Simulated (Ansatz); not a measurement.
H3OP, SMILES OP, the energy of protonation at one site

With Ansatz 0.2.0, Python API.

`h3op.xyz`
```text
5

O     0.54710   -0.43050    0.81140
P     0.09480    0.28450   -0.61860
H     0.86460   -1.27280    0.65570
H    -1.14770   -0.20440   -0.73380
H    -0.30890    1.54950   -0.15610
```

Notebook, run cell by cell (the value of a cell's last expression is shown):

**Cell 1**
```python
import ansatz as az
import numpy as np

molecule = az.Crystal.molecule_from_extxyz('h3op.xyz')
```

**Cell 2**
```python
base = molecule.calculation().basis(gaussian='def2-SVP').functional('r2scan')
symbols = [site.symbol for site in molecule.cartesian_sites]
start = np.array([site.position_ang for site in molecule.cartesian_sites], dtype=float)
data = base.relax(force_tolerance=0.01).run(threads=1).report
end = np.array(data['positions_ang'])
```

**Cell 3**
```python
# start the new hydrogen opposite the existing bonds
away = sum((end[1] - end[j]) / np.linalg.norm(end[1] - end[j]) for j in [0, 3, 4]) + np.array([0.15, 0.1, -0.2])
proton = end[1] + 1.4 * away / np.linalg.norm(away)
acid = az.Crystal.molecule()
for symbol, place in zip(symbols, end):
    acid = acid.atom(symbol, place.tolist())
acid = acid.atom('H', proton.tolist())
protonated = (
    acid.calculation()
    .basis(gaussian='def2-SVP')
    .functional('r2scan')
    .charge(1)  # electrons removed from the neutral system
    .relax(force_tolerance=0.01, max_steps=80)  # relax until the tolerances are met
)
after = protonated.run(threads=1).report
xyz = np.array(after['positions_ang'])
reach = np.linalg.norm(xyz[:-1] - xyz[-1], axis=1)
print(f'base {data["free_energy_ev"]:.5f} eV, protonated {after["free_energy_ev"]:.5f} eV')
print(f'the proton ends {reach.min():.3f} A from {symbols[reach.argmin()]}{reach.argmin()}')
print(f'electronic proton affinity {(data["free_energy_ev"] - after["free_energy_ev"]):.3f} eV')
```
Output:
```text
base -11378.02112 eV, protonated -11386.75097 eV
the proton ends 1.412 A from P1
electronic proton affinity 8.730 eV
```

Total energies depend on the basis set; only differences at equal settings carry meaning. The proton is put on one chosen atom, which needn't be the most basic site, so the molecule's proton affinity can be higher; the ends are stationary points, not checked by frequencies, and zero-point and thermal terms count only where printed. The whole script took 24 s on 1 thread of Arm Neoverse V1, on a shared host, peak memory 0.19 GiB.

(A comment or docstring line of the script was reworded after the run, the code is as it ran.)
